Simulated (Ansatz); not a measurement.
**Strontium, fcc: convergence with Fermi-Dirac smearing**

Computed with Ansatz, PBE, scalar-relativistic PAW, on the relaxed cell (a = 6.038 Å; spin not included). Errors count from a run at 420 eV on a Γ-centred 15×15×15 mesh with Fermi-Dirac smearing of 0.1 eV, extrapolated to zero width. Fixed here: cutoff 420 eV, mesh 9×9×9. The SCF starts from atomic densities corrected by a trained network.

```json
{"width (eV)": "0.01", "E(σ→0) error (meV/atom)": "2.6", "F error (meV/atom)": "2.6", "P (GPa)": "-0.13", "SCF iterations": "6"}
{"width (eV)": "0.03", "E(σ→0) error (meV/atom)": "3.2", "F error (meV/atom)": "1.2", "P (GPa)": "-0.09", "SCF iterations": "6"}
{"width (eV)": "0.1", "E(σ→0) error (meV/atom)": "2.8", "F error (meV/atom)": "-19.8", "P (GPa)": "0.00", "SCF iterations": "6"}
{"width (eV)": "0.2", "E(σ→0) error (meV/atom)": "1.7", "F error (meV/atom)": "-86.0", "P (GPa)": "0.07", "SCF iterations": "6"}
{"width (eV)": "0.3", "E(σ→0) error (meV/atom)": "0.4", "F error (meV/atom)": "-195.5", "P (GPa)": "0.15", "SCF iterations": "6"}
{"width (eV)": "0.6", "E(σ→0) error (meV/atom)": "-47.6", "F error (meV/atom)": "-752.5", "P (GPa)": "0.50", "SCF iterations": "6"}
{"width (eV)": "1.0", "E(σ→0) error (meV/atom)": "-228.1", "F error (meV/atom)": "-1903.7", "P (GPa)": "1.35", "SCF iterations": "6"}
```
